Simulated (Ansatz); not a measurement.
# CHN (singlet): the correlation ladder at distance C2–H3 = 1.158 Å, 6-31G

One table from this session's results is given with a row withheld; the runs are named, their logs left out.

Computed with Ansatz 0.2.0, Gaussian basis. Level: 6-31G, core rule «outside noble gas», up to 2 orbitals frozen.

The runs, in order: UHF; CCSD(T) on RHF; BCCD(T) on RHF; CISD; CCSDT(Q) on RHF; CCSDTQ on RHF; CASSCF and MRCISD+Q, 2 electrons in 2 orbitals; CASSCF and NEVPT2, 2 electrons in 2 orbitals; CASSCF and MRCISD+Q, 10 electrons in 9 orbitals; CASSCF and NEVPT2, 10 electrons in 9 orbitals; Full CI.

16 further runs of the same task are left out: 13 that didn't finish, 3 set aside as unsound or not needed.

## The geometry

The geometry derives from a PBE0/def2-TZVP stationary point (not a proven minimum). One bond is set to the value named and the two fragments are kept rigid.

3 atoms, charge 0, spin multiplicity 1.

Atoms are counted from 1 here; the program's logs count them from 0.

Bond lengths: N1–C2 1.146 Å, C2–H3 1.158 Å. Angles: N1–C2–H3 180.0°.

As a file:

```mol
CHN
  3D, bonds by distance, orders not assigned

  3  2  0  0  0  0  0  0  0  0999 V2000
    0.0000    0.0000   -1.1497 N   0  0
    0.0000    0.0000   -0.0041 C   0  0
    0.0000    0.0000    1.1539 H   0  0
  1  2  8  0
  2  3  8  0
M  END
```

Set-up of the first run:

in.yaml

```yaml
crystal:
  periodic: [false, false, false]
  atoms:
    - {symbol: N, position_ang: [0.000000, 0.000000, -1.149737]}
    - {symbol: C, position_ang: [0.000000, 0.000000, -0.004131]}
    - {symbol: H, position_ang: [0.000000, 0.000000, 1.153869]}
basis:
  gaussian: {orbitals: 6-31G}
magnetization: {spin_polarized: true, initial_magnetization: 0}
hamiltonian: {xc: hf}
output: {orbitals: {seedname: orbitals}}
```

On the command line:

```bash
$ ansatz run in.yaml --threads 1 --pin off --events-out ev --progress --plain --max-ram 2393MiB
```

Steps of the session up to this table: UHF; CCSD(T) on RHF; BCCD(T) on RHF; CISD; CCSDT(Q) on RHF; CCSDTQ on RHF; CASSCF and MRCISD+Q, 2 electrons in 2 orbitals; CASSCF and NEVPT2, 2 electrons in 2 orbitals; CASSCF and MRCISD+Q, 10 electrons in 9 orbitals; CASSCF and NEVPT2, 10 electrons in 9 orbitals; Full CI.

One table of the session follows, with a row left open; its other results are not shown here.

```
          method  from FCI (kcal/mol)
             RHF              +140.08
            RMP2                +7.04
            CISD               +15.15
           RCCSD                +5.27
        RCCSD(T)                +0.91
         BCCD(T)                +0.93
          RCCSDT                +0.90
       RCCSDT(Q)                -0.02
         RCCSDTQ                +0.10
     CASSCF pair              +120.74
     NEVPT2 pair                +8.90
     MRCISD pair               +11.96
   MRCISD+Q pair                    ?
  CASSCF valence               +39.41
  NEVPT2 valence                +9.27
  MRCISD valence                +1.28
MRCISD+Q valence                +0.33
             FCI                    0
```

**Question.** Estimate the row for MRCISD+Q pair.

The run gave: from FCI (kcal/mol): +3.05. In the column «from FCI (kcal/mol)» it lies between MRCISD valence (+1.28) and RCCSD (+5.27).
